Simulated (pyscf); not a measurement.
# Routes from •HN–SiH₂–F (SMILES [NH][SiH2]F) + H₂ (SMILES [H][H])

Candidate steps break at most two bonds and form at most two. Each was searched with GFN2-xTB (tblite) first. Optimised with ωB97X-D3(BJ)/def2-SVP in PySCF. Energies: ωB97M-D3(BJ)/def2-TZVP, kcal/mol, from the separated reactants, doublet surface; ΔG‡ with ideal gas, 1 atm, RRHO with modes under 100 cm⁻¹ raised to 100, one conformer, R ln 2 for chiral ones without a mode under 150 cm⁻¹.

| products | type | ΔE‡ | ΔE | ΔG‡ 298 K | ΔG‡ 900 K | ν‡ (cm⁻¹) |
|---|---|---|---|---|---|---|
| H₂N–SiH₂–F + H• | hydrogen abstraction | 7.4 | -10.9 | 15.4 | 32.8 | 1129i |
| •HN–SiH₃ + HF | concerted two-bond exchange | 58.2 | +31.3 | 67.3 | 85.5 | 1121i |

Plain bond fissions and candidates not yet searched are not listed, and one of them may be faster. Each barrier is that of the saddle found; lower ones may exist.
